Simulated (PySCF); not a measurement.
# N₂: excited-state relaxation, vibronic structure

Wanted: excited-state relaxation, vibronic structure for N₂ (`N#N`).

Programs: PySCF 2.14.0, with routines of our own; each step states its level. All values are computed. Atoms count from 0.

## 1. The system as given

2 atoms, charge 0, multiplicity 1; geometry from: GFN2-xTB.

## 2. Optimising the geometry at BHandHLYP/def2-TZVP

What the job is given:

```
{"job": {"xc": "BHandHLYP", "basis": "def2-TZVP", "grid": 1, "kind": "geom"}, "charge": 0, "multiplicity": 1}
N      0.550487    -0.002118    -0.003770
N     -0.547730     0.003387    -0.010379
```

The run is started by

```bash
OMP_NUM_THREADS=1 python excited_run.py task.json out
```

The driver reads the jobs from task.json and runs them one after another.

Standard output:

```text
step   0  E = -109.51131175  max force = 0.065015
step   1  E = -109.51262001  max force = 0.002291
step   2  E = -109.51262163  max force = 0.000019
optimisation converged
```

Wall time 0.92 s (1 thread of Arm Neoverse V2, shared host); peak memory 0.25 GiB.

The steps of the relaxation:

| step | energy from step 0 (eV) | largest force component (eV/Å) |
| --- | --- | --- |
| 0 | 0.0000 | 3.3432 |
| 1 | -0.0356 | 0.1178 |
| 2 | -0.0356 | 0.0010 |

The bond:

| bond | before (Å) | after (Å) | change (Å) |
| --- | --- | --- | --- |
| N0–N1 | 1.098 | 1.077 | -0.021 |

The next job starts from the end point, and lists it.

| at the end point | value |
| --- | --- |
| point group (found at 0.08 Å tolerance) | Dinfh |
| rotational constants (GHz, main isotopes) | 62.176, 62.176 |
| dipole moment (D) | 0.00 |

## 3. Excited-state relaxation: TDDFT BHandHLYP/def2-TZVP

What the job is given:

```
{"job": {"kind": "xopt", "state": "S1", "method": "TDDFT", "freq": true, "xc": "BHandHLYP", "basis": "def2-TZVP", "grid": 1}, "charge": 0, "multiplicity": 1}
N      0.524892    -0.049204     0.109876
N     -0.522142     0.050472    -0.124025
```

Method: TDDFT BHandHLYP/def2-TZVP excited-state geometry optimisation, gas phase.

Standard output:

```text
final grid: 10240 points
cycle   1  E = -109.5077163405  dE =  1.569e-01  |g| = 1.440e-01  |ddm| = 1.356e+00
cycle   2  E = -109.5118049750  dE = -4.089e-03  |g| = 6.560e-02  |ddm| = 1.192e-01
cycle   3  E = -109.5126079713  dE = -8.030e-04  |g| = 7.338e-03  |ddm| = 4.871e-02
cycle   4  E = -109.5126215322  dE = -1.356e-05  |g| = 7.391e-04  |ddm| = 7.526e-03
cycle   5  E = -109.5126216264  dE = -9.425e-08  |g| = 1.006e-04  |ddm| = 5.626e-04
cycle   6  E = -109.5126216291  dE = -2.696e-09  |g| = 5.642e-06  |ddm| = 1.070e-04
cycle   7  E = -109.5126216291  dE = -1.316e-11  |g| = 4.351e-07  |ddm| = 1.410e-05
converged SCF energy = -109.5126216291

vertical S1 at the ground-state geometry: 9.3519 eV
step    E(state)/Eh    max force   excitation/eV  root
  0    -109.15983667   0.485039     9.5908      1
  1    -109.23116876   0.067470     6.4241      1
  2    -109.23297914   0.040432     6.1068      1
  3    -109.23411219   0.005648     5.6486      1
  4    -109.23413769   0.000588     5.5759      1
  5    -109.23413778   0.000030     5.5673      1
optimisation converged
vertical emission 5.5673 eV, adiabatic 7.5779 eV, Stokes shift 3.7846 eV, reorganisation 1.7740 (excited) and 2.0106 eV (ground)
zero-point change -0.0636 eV, 0-0 energy 7.5143 eV
frequencies of the excited state (cm-1): 1565
```

Wall time 11 s (1 thread of Arm Neoverse V2, shared host); peak memory 0.28 GiB.

Key values:

| quantity | value |
| --- | --- |
| vertical absorption, S1 | 9.35 eV |
| adiabatic energy, S1 | 7.58 eV |
| vertical emission, S1 | 5.57 eV |
| Stokes shift, S1 | 3.78 eV |
| geometry moved (RMSD), S1 | 0.094 Å |

Bonds of the start that changed most:

| bond | start (Å) | end (Å) |
| --- | --- | --- |
| N0–N1 | 1.077 | 1.265 |

## 4. Excited-state relaxation: UKS BHandHLYP/def2-TZVP

What the job is given:

```
{"job": {"kind": "xopt", "state": "T1", "method": "UKS", "freq": true, "xc": "BHandHLYP", "basis": "def2-TZVP", "grid": 1}, "charge": 0, "multiplicity": 1}
N      0.524892    -0.049204     0.109876
N     -0.522142     0.050472    -0.124025
```

Level: UKS BHandHLYP/def2-TZVP excited-state geometry optimisation, gas phase.

Standard output:

```text
final grid: 10240 points
cycle   1  E = -109.5077163405  dE =  1.569e-01  |g| = 1.440e-01  |ddm| = 1.356e+00
cycle   2  E = -109.5118049750  dE = -4.089e-03  |g| = 6.560e-02  |ddm| = 1.192e-01
cycle   3  E = -109.5126079713  dE = -8.030e-04  |g| = 7.338e-03  |ddm| = 4.871e-02
cycle   4  E = -109.5126215322  dE = -1.356e-05  |g| = 7.391e-04  |ddm| = 7.526e-03
cycle   5  E = -109.5126216264  dE = -9.425e-08  |g| = 1.006e-04  |ddm| = 5.626e-04
cycle   6  E = -109.5126216291  dE = -2.696e-09  |g| = 5.642e-06  |ddm| = 1.070e-04
cycle   7  E = -109.5126216291  dE = -1.316e-11  |g| = 4.351e-07  |ddm| = 1.410e-05
converged SCF energy = -109.5126216291

vertical T1 at the ground-state geometry: 7.9680 eV
step    E(state)/Eh    max force   <S^2>
  0    -109.21079114   0.480451    2.0063
  1    -109.27910007   0.054666    2.0070
  2    -109.28026754   0.031156    2.0070
  3    -109.28087558   0.003056    2.0071
  4    -109.28088186   0.000195    2.0071
optimisation converged
vertical emission 4.5442 eV, adiabatic 6.3060 eV, Stokes shift 3.4238 eV, reorganisation 1.6621 (excited) and 1.7618 eV (ground)
zero-point change -0.0548 eV, 0-0 energy 6.2512 eV
frequencies of the excited state (cm-1): 1708
```

It took 6 s on 1 thread of Arm Neoverse V2, shared host; peak memory 0.28 GiB.

From this job:

| quantity | value |
| --- | --- |
| vertical gap at the ground-state geometry, T1 | 7.97 eV |
| adiabatic energy, T1 | 6.31 eV |
| vertical gap at the relaxed geometry, T1 | 4.54 eV |
| difference of the two gaps, T1 | 3.42 eV |
| geometry moved (RMSD), T1 | 0.086 Å |

Bonds of the start that changed most:

| bond | start (Å) | end (Å) |
| --- | --- | --- |
| N0–N1 | 1.077 | 1.250 |

## 5. Excited-state relaxation: TDA BHandHLYP/def2-TZVP

What the job is given:

```
{"job": {"kind": "xopt", "state": "T1", "method": "TDA", "xc": "BHandHLYP", "basis": "def2-TZVP", "grid": 1}, "charge": 0, "multiplicity": 1}
N      0.524892    -0.049204     0.109876
N     -0.522142     0.050472    -0.124025
```

Method: TDA BHandHLYP/def2-TZVP excited-state geometry optimisation, gas phase.

Standard output:

```text
final grid: 10240 points
cycle   1  E = -109.5077163405  dE =  1.569e-01  |g| = 1.440e-01  |ddm| = 1.356e+00
cycle   2  E = -109.5118049750  dE = -4.089e-03  |g| = 6.560e-02  |ddm| = 1.192e-01
cycle   3  E = -109.5126079713  dE = -8.030e-04  |g| = 7.338e-03  |ddm| = 4.871e-02
cycle   4  E = -109.5126215322  dE = -1.356e-05  |g| = 7.391e-04  |ddm| = 7.526e-03
cycle   5  E = -109.5126216264  dE = -9.425e-08  |g| = 1.006e-04  |ddm| = 5.626e-04
cycle   6  E = -109.5126216291  dE = -2.696e-09  |g| = 5.642e-06  |ddm| = 1.070e-04
cycle   7  E = -109.5126216291  dE = -1.316e-11  |g| = 4.351e-07  |ddm| = 1.410e-05
converged SCF energy = -109.5126216291

vertical T1 at the ground-state geometry: 7.6326 eV
step    E(state)/Eh    max force   excitation/eV  root
  0    -109.22319102   0.476724     7.8669      1
  1    -109.29162364   0.021460     4.5269      1
  2    -109.29180784   0.012995     4.4338      1
  3    -109.29191815   0.000565     4.2927      1
  4    -109.29191805   0.000025     4.2863      1
optimisation converged
vertical emission 4.2863 eV, adiabatic 6.0057 eV, Stokes shift 3.3463 eV, reorganisation 1.6270 (excited) and 1.7194 eV (ground)
```

Run time: 2.6 s. Hardware: 1 thread of Arm Neoverse V2, shared host; peak memory 0.28 GiB.

Key values:

| quantity | value |
| --- | --- |
| vertical gap at the ground-state geometry, T1 | 7.63 eV |
| adiabatic energy, T1 | 6.01 eV |
| vertical gap at the relaxed geometry, T1 | 4.29 eV |
| difference of the two gaps, T1 | 3.35 eV |
| geometry moved (RMSD), T1 | 0.085 Å |

Bonds of the start that changed most:

| bond | start (Å) | end (Å) |
| --- | --- | --- |
| N0–N1 | 1.077 | 1.248 |

## 6. Vibronic structure: TDDFT BHandHLYP/def2-TZVP

What the job is given:

```
{"job": {"kind": "vib", "tda": false, "freq": true, "xc": "BHandHLYP", "basis": "def2-TZVP", "grid": 1}, "charge": 0, "multiplicity": 1}
N      0.524892    -0.049204     0.109876
N     -0.522142     0.050472    -0.124025
```

With the program's defaults for keys left out, this is: TDDFT BHandHLYP/def2-TZVP vertical-gradient vibronic structure (displaced harmonic oscillators, Condon), gas phase.

Standard output:

```text
final grid: 10240 points
cycle   1  E = -109.5077163405  dE =  1.569e-01  |g| = 1.440e-01  |ddm| = 1.356e+00
cycle   2  E = -109.5118049750  dE = -4.089e-03  |g| = 6.560e-02  |ddm| = 1.192e-01
cycle   3  E = -109.5126079713  dE = -8.030e-04  |g| = 7.338e-03  |ddm| = 4.871e-02
cycle   4  E = -109.5126215322  dE = -1.356e-05  |g| = 7.391e-04  |ddm| = 7.526e-03
cycle   5  E = -109.5126216264  dE = -9.425e-08  |g| = 1.006e-04  |ddm| = 5.626e-04
cycle   6  E = -109.5126216291  dE = -2.696e-09  |g| = 5.642e-06  |ddm| = 1.070e-04
cycle   7  E = -109.5126216291  dE = -1.316e-11  |g| = 4.351e-07  |ddm| = 1.410e-05
converged SCF energy = -109.5126216291

Singlet excitations (eV, f): 9.352 (0.0000)  9.832 (0.0000)  9.832 (0.0000)  9.879 (0.0000)  9.879 (0.0000)  14.528 (0.1560)

State S1  9.3519 eV  f = 0.00000  H-1->L 0.49, H-2->L+1 0.49
  relaxed dipole 0.000 D, largest gradient of the excitation energy 0.4445 Eh/bohr
  mode    cm-1        S   lambda/meV  Raman
    1   2590.9    4.9828    1600.6   1.000
  reorganisation energy 1.6006 eV, total S 4.983, 0-0 7.7513 eV

State S6  14.5284 eV  f = 0.15596  H-3->L 0.97
  relaxed dipole 0.000 D, largest gradient of the excitation energy 0.0976 Eh/bohr
  mode    cm-1        S   lambda/meV  Raman
    1   2590.9    0.2401      77.1   1.000
  reorganisation energy 0.0771 eV, total S 0.240, 0-0 14.4513 eV
  absorption maximum 14.451 eV, width 0.038 eV

State T1  7.6326 eV  f = 0.00000  H-2->L 0.48, H-1->L+1 0.48
  relaxed dipole 0.000 D, largest gradient of the excitation energy 0.4354 Eh/bohr
  mode    cm-1        S   lambda/meV  Raman
    1   2590.9    4.7812    1535.9   1.000
  reorganisation energy 1.5359 eV, total S 4.781, 0-0 6.0967 eV
```

It took 0.85 s on 1 thread of Arm Neoverse V2, shared host; peak memory 0.28 GiB.

## 7. Results

| quantity | value |
| --- | --- |
| point group | Dinfh |
| rotational constants (main isotopes) | 62.18, 62.18 GHz |
| vertical absorption, S1 (step 3, TDDFT BHandHLYP/def2-TZVP) | 9.35 eV |
| adiabatic energy, S1 (step 3, TDDFT BHandHLYP/def2-TZVP) | 7.58 eV |
| vertical emission, S1 (step 3, TDDFT BHandHLYP/def2-TZVP) | 5.57 eV |
| Stokes shift, S1 (step 3, TDDFT BHandHLYP/def2-TZVP) | 3.78 eV |
| vertical gap at the ground-state geometry, T1 (step 4, UKS BHandHLYP/def2-TZVP) | 7.97 eV |
| adiabatic energy, T1 (step 4, UKS BHandHLYP/def2-TZVP) | 6.31 eV |
| vertical gap at the relaxed geometry, T1 (step 4, UKS BHandHLYP/def2-TZVP) | 4.54 eV |
| difference of the two gaps, T1 (step 4, UKS BHandHLYP/def2-TZVP) | 3.42 eV |
| vertical gap at the ground-state geometry, T1 (step 5, TDA BHandHLYP/def2-TZVP) | 7.63 eV |
| adiabatic energy, T1 (step 5, TDA BHandHLYP/def2-TZVP) | 6.01 eV |
| vertical gap at the relaxed geometry, T1 (step 5, TDA BHandHLYP/def2-TZVP) | 4.29 eV |
| difference of the two gaps, T1 (step 5, TDA BHandHLYP/def2-TZVP) | 3.35 eV |
| S1: vertical, reorganisation, 0-0, total S (step 6, TDDFT BHandHLYP/def2-TZVP, modes from BHandHLYP/def2-TZVP) | 9.35, 1.60, 7.75 eV; 5.0 |
| S6: vertical, reorganisation, 0-0, total S (step 6, TDDFT BHandHLYP/def2-TZVP, modes from BHandHLYP/def2-TZVP) | 14.53, 0.08, 14.45 eV; 0.2 |
| T1: vertical, reorganisation, 0-0, total S (step 6, TDA BHandHLYP/def2-TZVP, modes from BHandHLYP/def2-TZVP) | 7.63, 1.54, 6.10 eV; 4.8 |

**Reading.** The optimisation took 2 steps and gained 0.036 eV; among the close pairs (by a distance rule), N0–N1 changed most, from 1.098 to 1.077 Å. In step 3 (excited-state relaxation), among the bonds N0–N1 changes most, from 1.077 to 1.265 Å. In step 4 (excited-state relaxation), among the bonds N0–N1 changes most, from 1.077 to 1.250 Å. In step 5 (excited-state relaxation), among the bonds N0–N1 changes most, from 1.077 to 1.248 Å. In step 6 the harmonic model is doubtful. The vibronic model keeps the ground-state modes and shifts them along the gradient alone, so it can miss much of the relaxation that a full optimisation finds. ΔSCF (UKS) and response values aren't on one footing and may follow different states, so their differences aren't method errors alone, and singlets and triplets from the two don't rank.
